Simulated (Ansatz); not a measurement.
Relaxation of BClH2 (4 atoms, charge 0, multiplicity 1), to a largest force component of 0.02 eV/Å in at most 40 steps.

Method: Ansatz, RKS B3LYP-D4/6-31G*.

```xyz
4
Properties=species:S:1:pos:R:3:forces:R:3
B 0.000 0.000 0.000 0.00 0.00 1.42
Cl 0.000 0.000 1.860 0.00 0.00 -2.08
H 1.030 0.000 -0.595 0.13 0.00 0.33
H -1.030 0.000 -0.595 -0.13 0.00 0.33
```

Problem. Where does it end, and by what steps?

Solution. The forces met the threshold. After 4 steps the energy has fallen by 0.137 eV; Cl2 moved furthest, 0.10 Å.

```
step  energy less start (eV)  largest force component (eV/Å)  accepted
   0                  0.0000                           2.075       yes
   1                 -0.1113                           0.987       yes
   2                 -0.1361                           0.126       yes
   3                 -0.1370                           0.044       yes
   4                 -0.1371                           0.005       yes
```

```xyz
4
Properties=species:S:1:pos:R:3
B 0.000 0.000 0.009
Cl 0.000 0.000 1.761
H 1.050 0.000 -0.550
H -1.050 0.000 -0.550
```

Whether the end is a true minimum wasn't checked by a vibrational analysis.

Time of the run: 5.4 s on 1 thread of AMD EPYC 7R43 64-Core Processor (Zen 3), with other jobs on the host, peak memory 0.11 GiB.
